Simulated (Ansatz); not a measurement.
Geometry optimisation, Ansatz 0.2.0, RKS r2SCAN-D4/def2-SVP.

Input file:

```yaml
crystal:
  periodic: [false, false, false]
  atoms:
    - { symbol: Al, position_ang: [-0.082525, 0.0, -1.133129] }
    - { symbol: Cl, position_ang: [1.567273, 0.0, 1.874353] }
    - { symbol: H, position_ang: [2.044839, 1.0e-06, 0.627962] }
    - { symbol: Cl, position_ang: [-2.162787, 0.0, -0.579986] }
basis:
  gaussian: { orbitals: def2-SVP }
hamiltonian:
  xc: r2scan
  dispersion: d4
relax:
  f_tol: 0.03
  max_steps: 50
```

Run as:

```bash
$ ansatz run input.yaml --threads 1 --pin off --max-ram 2048MiB --backend cpu --events-out ev --progress --plain --runs-dir out
```

Question: Where does it end, and by what steps?

Answer: It converged. The force dipped under the threshold on the way, but the program's further checks kept it going. After 11 steps the energy has fallen by 0.077 eV; H3 moved furthest, 0.53 Å.

```csv
step,energy less start (eV),largest force component (eV/Å),accepted
0,0.0000,1.068,yes
1,-0.0256,0.899,yes
2,-0.0097,1.175,no
3,-0.0358,0.730,yes
4,-0.0442,0.689,yes
5,-0.0676,0.027,yes
6,-0.0713,0.038,yes
7,-0.0686,0.523,no
8,-0.0718,0.065,yes
9,-0.0735,0.336,yes
10,-0.0774,0.043,yes
11,-0.0775,0.002,yes
```

```xyz
4
Properties=species:S:1:pos:R:3
Al -0.213 0.000 -1.390
Cl 1.253 0.000 1.528
H 2.428 0.000 1.001
Cl -2.101 0.000 -0.349
```

Whether the end is a true minimum wasn't checked by a vibrational analysis.

The run took 36 s on 1 thread of Arm Neoverse V1, with other jobs on the host, peak memory 0.12 GiB.
